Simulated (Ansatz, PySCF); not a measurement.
Breaking a bond: HF, singlet.

- UHF/cc-pVDZ (Ansatz, a first-principles code)
- RHF/cc-pVDZ (Ansatz)
- UKS-BLYP = Ansatz with unrestricted BLYP/cc-pVDZ
- RKS-BLYP = Ansatz with restricted BLYP/cc-pVDZ
- UKS-PBE0 = unrestricted PBE0/cc-pVDZ in Ansatz
- RKS-PBE0 = restricted PBE0/cc-pVDZ (Ansatz)
- UKS-PBE = unrestricted PBE/cc-pVDZ run with Ansatz
- RKS-PBE = restricted PBE/cc-pVDZ (Ansatz)
- UKS-B3LYP/6-31G* = unrestricted B3LYP/6-31G*, spherical d run with PySCF
- RKS-B3LYP/6-31G* = restricted B3LYP/6-31G*, spherical d (PySCF)
- UKS-LDA (SVWN5)/6-31G* = unrestricted LDA (SVWN5)/6-31G*, spherical d (PySCF)
- RKS-LDA (SVWN5)/6-31G* = restricted LDA (SVWN5)/6-31G*, spherical d (PySCF)
- UKS-B3LYP/3-21G = unrestricted B3LYP/3-21G (PySCF 2.14.0)
- RKS-B3LYP/3-21G = restricted B3LYP/3-21G (PySCF)

Scanned distances (Å): 0.74, 0.80, 0.83, 0.86, 0.89, 0.92, 0.96, 0.97, 1.01, 1.07, 1.13, 1.23, 1.39, 1.49, 1.64, 1.86, 2.05, 2.28, 2.48, 2.79, 3.21, 3.63.

Q: Where does the unrestricted solution first break spin symmetry (<S²> of 0.01 or more)?

A: UHF: between 1.23 and 1.39 Å; UKS-BLYP: between 1.64 and 1.86 Å; UKS-PBE0: between 1.49 and 1.64 Å; UKS-PBE: between 1.64 and 1.86 Å; UKS-B3LYP/6-31G*: between 1.49 and 1.64 Å; UKS-LDA (SVWN5)/6-31G*: between 1.64 and 1.86 Å; UKS-B3LYP/3-21G: between 1.49 and 1.64 Å.

```
R / Å  <S²> UHF  E(RHF) − E(UHF) / kcal/mol  <S²> UKS-BLYP  E(RKS-BLYP) − E(UKS-BLYP) / kcal/mol  <S²> UKS-PBE0  E(RKS-PBE0) − E(UKS-PBE0) / kcal/mol  <S²> UKS-PBE  E(RKS-PBE) − E(UKS-PBE) / kcal/mol  <S²> UKS-B3LYP/6-31G*  E(RKS-B3LYP/6-31G*) − E(UKS-B3LYP/6-31G*) / kcal/mol  <S²> UKS-LDA (SVWN5)/6-31G*  E(RKS-LDA (SVWN5)/6-31G*) − E(UKS-LDA (SVWN5)/6-31G*) / kcal/mol  <S²> UKS-B3LYP/3-21G  E(RKS-B3LYP/3-21G) − E(UKS-B3LYP/3-21G) / kcal/mol
-----  --------  --------------------------  -------------  ------------------------------------  -------------  ------------------------------------  ------------  ----------------------------------  ---------------------  ----------------------------------------------------  ---------------------------  ----------------------------------------------------------------  --------------------  --------------------------------------------------
0.74       0.00                         0.0           0.00                                   0.0           0.00                                   0.0          0.00                                 0.0                   0.00                                                   0.0                         0.00                                                               0.0                  0.00                                                 0.0
0.80       0.00                         0.0           0.00                                   0.0           0.00                                   0.0          0.00                                 0.0                   0.00                                                   0.0                         0.00                                                               0.0                  0.00                                                 0.0
0.83       0.00                         0.0           0.00                                   0.0           0.00                                   0.0          0.00                                 0.0                   0.00                                                   0.0                         0.00                                                               0.0                  0.00                                                 0.0
0.86       0.00                         0.0           0.00                                   0.0           0.00                                   0.0          0.00                                 0.0                   0.00                                                   0.0                         0.00                                                               0.0                  0.00                                                 0.0
0.89       0.00                         0.0           0.00                                   0.0           0.00                                   0.0          0.00                                 0.0                   0.00                                                   0.0                         0.00                                                               0.0                  0.00                                                 0.0
0.92       0.00                         0.0           0.00                                   0.0           0.00                                   0.0          0.00                                 0.0                   0.00                                                   0.0                         0.00                                                               0.0                  0.00                                                 0.0
0.96       0.00                         0.0           0.00                                   0.0           0.00                                   0.0          0.00                                 0.0                   0.00                                                   0.0                         0.00                                                               0.0                  0.00                                                 0.0
0.97       0.00                         0.0           0.00                                   0.0           0.00                                   0.0          0.00                                 0.0                   0.00                                                   0.0                         0.00                                                               0.0                  0.00                                                 0.0
1.01       0.00                         0.0           0.00                                   0.0           0.00                                   0.0          0.00                                 0.0                   0.00                                                   0.0                         0.00                                                               0.0                  0.00                                                 0.0
1.07       0.00                         0.0           0.00                                   0.0           0.00                                   0.0          0.00                                 0.0                   0.00                                                   0.0                         0.00                                                               0.0                  0.00                                                 0.0
1.13       0.00                         0.0           0.00                                   0.0           0.00                                   0.0          0.00                                 0.0                   0.00                                                   0.0                         0.00                                                               0.0                  0.00                                                 0.0
1.23       0.00                         0.0           0.00                                   0.0           0.00                                   0.0          0.00                                 0.0                   0.00                                                   0.0                         0.00                                                               0.0                  0.00                                                 0.0
1.39       0.33                         3.8           0.00                                   0.0           0.00                                   0.0          0.00                                 0.0                   0.00                                                   0.0                         0.00                                                               0.0                  0.00                                                 0.0
1.49       0.55                        12.9           0.00                                   0.0           0.00                                   0.0          0.00                                 0.0                   0.00                                                   0.0                         0.00                                                               0.0                  0.00                                                 0.0
1.64       0.75                        30.5           0.00                                   0.0           0.24                                   1.4          0.00                                 0.0                   0.15                                                   0.7                         0.00                                                               0.0                  0.17                                                 0.8
1.86       0.89                        57.5           0.29                                   2.0           0.57                                  10.2          0.34                                 2.0                   0.49                                                   7.2                         0.03                                                               0.0                  0.53                                                 8.0
2.05       0.94                        78.6           0.52                                   6.5           0.73                                  19.9          0.57                                 7.3                   0.68                                                  15.4                         0.36                                                               2.3                  0.71                                                16.9
2.28       0.98                       100.6           0.69                                  12.8           0.85                                  31.2          0.72                                14.4                   0.81                                                  25.2                         0.58                                                               7.3                  0.84                                                28.0
2.48       0.99                       116.5           0.77                                  17.8           0.91                                  39.8          0.80                                19.9                   0.87                                                  32.8                         0.69                                                              11.8                  0.91                                                36.7
2.79       1.00                       136.2           0.85                                  24.1           0.96                                  50.6          0.86                                26.7                   0.94                                                  42.4                         0.79                                                              17.9                  0.96                                                47.8
3.21       1.00                       155.0           0.90                                  29.9           0.99                                  60.7          0.91                                32.7                   0.98                                                  51.7                         0.85                                                              23.6                  0.99                                                58.1
3.63       1.00                       167.6           0.92                                  33.2           1.00                                  67.0          0.93                                36.2                   1.00                                                  57.5                         0.88                                                              27.0                  1.00                                                64.1
```
